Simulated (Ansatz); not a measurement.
Density of states of Sn (Fd-3m, a = 6.566 Å, b = 6.566 Å, c = 6.566 Å, α = 90.00°, β = 90.00°, γ = 90.00°), in states per eV and primitive cell, averaged over bins of 0.5 eV. The calculation used DFT r2SCAN, scalar-relativistic, plane waves, PAW in Ansatz 0.2.0.

Cutoff 500 eV; k points 12×12×12 on the computed 2-atom cell (Γ-centred); Gaussian smearing, width 0.10 eV; no spin polarisation.

The cell is relaxed at this level. The states (both spins) are summed by tetrahedra on a 18×18×18 mesh at the self-consistent density. Energies are bin centres; the table starts no lower than −8 eV and ends at 6 eV, or lower where the solved bands end.

The gap is zero at this level, with almost no states at the Fermi level.

| E − E_F (eV) | total | Sn 5p | Sn 5s |
| --- | --- | --- | --- |
| -7.80 | 0.17 | 0.05 | 0.12 |
| -7.30 | 0.47 | 0.16 | 0.31 |
| -6.80 | 0.85 | 0.33 | 0.51 |
| -6.30 | 0.95 | 0.43 | 0.51 |
| -5.80 | 0.52 | 0.23 | 0.29 |
| -5.30 | 0.36 | 0.16 | 0.20 |
| -4.80 | 0.26 | 0.12 | 0.14 |
| -4.30 | 0.19 | 0.08 | 0.10 |
| -3.80 | 0.13 | 0.06 | 0.07 |
| -3.30 | 1.37 | 1.28 | 0.08 |
| -2.80 | 1.52 | 1.42 | 0.08 |
| -2.30 | 1.81 | 1.73 | 0.07 |
| -1.80 | 1.59 | 1.52 | 0.05 |
| -1.30 | 1.25 | 1.21 | 0.03 |
| -0.80 | 0.52 | 0.50 | 0.01 |
| -0.30 | 0.17 | 0.17 | 0.00 |
| 0.20 | 0.06 | 0.03 | 0.03 |
| 0.70 | 0.38 | 0.22 | 0.15 |
| 1.20 | 1.39 | 0.90 | 0.41 |
| 1.70 | 1.77 | 1.16 | 0.48 |
| 2.20 | 1.22 | 0.83 | 0.28 |
| 2.70 | 1.07 | 0.82 | 0.17 |
| 3.20 | 1.84 | 1.47 | 0.15 |
| 3.70 | 1.26 | 1.00 | 0.09 |
| 4.20 | 1.79 | 1.26 | 0.08 |
| 4.70 | 1.44 | 0.96 | 0.08 |
| 5.20 | 1.29 | 0.83 | 0.09 |
| 5.70 | 1.24 | 0.77 | 0.09 |

The columns after the total are the Löwdin projections on the occupied valence shells of the potentials. The rest of the total lies in shells that are empty in the free atom, which aren't projected, and between the atoms.